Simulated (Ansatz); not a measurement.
# Molecular dynamics, step by step

CH2NO2 (SMILES NC(=O)[O-]) (charge -1), closed shell, BLYP-D4/def2-SVP (Ansatz 0.2.0). Settings (timestep in fs, temperature in K, friction in 1/fs; T counts 18 degrees of freedom, while the starting velocities carry no drift of the centre of mass, so T starts below the set value):

```yaml
hamiltonian: {xc: {name: BLYP}, dispersion: d4}
md: {n_steps: 80, timestep: 0.5, temperature: 300, ensemble: nvt_langevin, seed: 0, friction: 0.002, initial_velocities: maxwell_boltzmann}
```

Start (the SMILES describes the start alone):

```tsv
atom	x (Å)	y (Å)	z (Å)
N1	0.7572	0.1272	0.2147
C2	-0.5745	0.0136	-0.4039
O3	-1.3357	0.9567	-0.1685
O4	-0.7408	-1.0006	-1.0880
H5	1.1654	-0.7830	0.3866
H6	0.7284	0.6861	1.0591
```

```csv
step,time (fs),potential energy less the start (meV),kinetic energy (meV),T (K)
0,0.00,0.0,193.9,250
5,2.50,30.3,161.8,209
10,5.00,10.4,170.7,220
15,7.50,42.1,133.9,173
20,10.00,36.0,137.9,178
25,12.50,88.5,95.2,123
30,15.00,81.1,101.4,131
35,17.50,74.8,113.2,146
40,20.00,1.9,176.1,227
45,22.50,28.2,150.7,194
50,25.00,19.2,144.6,186
55,27.50,39.3,128.0,165
60,30.00,-30.0,193.9,250
65,32.50,13.5,161.2,208
70,35.00,32.6,144.4,186
75,37.50,100.2,78.3,101
80,40.00,45.9,130.5,168
```

Step 40, positions (Å) and forces (eV/Å):

```
atom       x       y       z      Fx      Fy      Fz
  N1   0.780   0.113   0.221  -0.250   0.380  -0.068
  C2  -0.595   0.008  -0.423   0.348  -0.027  -0.250
  O3  -1.299   1.053  -0.201   0.296  -1.234  -0.301
  O4  -0.768  -1.047  -1.117  -0.243   0.976   0.511
  H5   1.268  -0.771   0.408  -0.288  -0.410  -0.178
  H6   0.619   0.569   1.121   0.137   0.315   0.285
```

Step 50, positions (Å) and forces (eV/Å):

```json
{"atom": "N1", "x": "0.790", "y": "0.102", "z": "0.216", "Fx": "-0.301", "Fy": "0.281", "Fz": "0.327"}
{"atom": "C2", "x": "-0.591", "y": "0.011", "z": "-0.454", "Fx": "0.961", "Fy": "1.881", "Fz": "1.466"}
{"atom": "O3", "x": "-1.289", "y": "1.041", "z": "-0.217", "Fx": "-0.118", "Fy": "-0.316", "Fz": "-0.187"}
{"atom": "O4", "x": "-0.773", "y": "-1.010", "z": "-1.101", "Fx": "-0.679", "Fy": "-1.878", "Fz": "-1.456"}
{"atom": "H5", "x": "1.197", "y": "-0.843", "z": "0.394", "Fx": "-0.402", "Fy": "0.310", "Fz": "0.058"}
{"atom": "H6", "x": "0.550", "y": "0.573", "z": "1.113", "Fx": "0.540", "Fy": "-0.278", "Fz": "-0.208"}
```

Step 60, positions (Å) and forces (eV/Å):

```json
{"atom": "N1", "x": "0.792", "y": "0.096", "z": "0.209", "Fx": "-0.045", "Fy": "0.010", "Fz": "-0.293"}
{"atom": "C2", "x": "-0.567", "y": "0.041", "z": "-0.461", "Fx": "0.792", "Fy": "-0.332", "Fz": "0.583"}
{"atom": "O3", "x": "-1.281", "y": "1.027", "z": "-0.235", "Fx": "-0.874", "Fy": "1.429", "Fz": "0.209"}
{"atom": "O4", "x": "-0.785", "y": "-0.997", "z": "-1.104", "Fx": "-0.135", "Fy": "-1.183", "Fz": "-0.944"}
{"atom": "H5", "x": "1.062", "y": "-0.880", "z": "0.389", "Fx": "0.074", "Fy": "-0.084", "Fz": "0.088"}
{"atom": "H6", "x": "0.599", "y": "0.548", "z": "1.106", "Fx": "0.189", "Fy": "0.161", "Fz": "0.358"}
```

Last step (80):

N1  (0.796, 0.069, 0.188)
C2  (-0.517, 0.065, -0.475)
O3  (-1.293, 1.054, -0.251)
O4  (-0.798, -1.004, -1.135)
H5  (0.897, -0.925, 0.417)
H6  (0.780, 0.566, 1.081)
(Å)

The run took about 45 s on 2 CPU threads of an Arm Neoverse V2 (shared host).
